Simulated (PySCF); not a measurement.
**Basis-set dependence of MgS at PBE**

PySCF, UKS reference; singlet, unpaired electrons none; De to Mg + S without counterpoise correction.

| basis | relativity | functions | Re (Å) | ωe (cm⁻¹) | De (eV) | μ (D) |
| --- | --- | --- | --- | --- | --- | --- |
| 6-311G(d,p) | no relativity | 52 | 2.169 | 521 | 2.35 | -7.38 |
| pcseg-2 | no relativity | 53 | 2.158 | 525 | 2.33 | -7.16 |
| def2-TZVPP | no relativity | 74 | 2.153 | 526 | 2.38 | -7.05 |

(1) How does each smaller set differ from the one with most functions, def2-TZVPP?

A positive dipole means Mg(−)S(+). 

Answers

(1) 6-311G(d,p): +1.6 pm, -1.0 % in ωe, -0.03 eV in De; pcseg-2: +0.5 pm, -0.2 % in ωe, -0.05 eV in De. All at PBE; the set with most functions is neither the basis-set limit nor always the best.
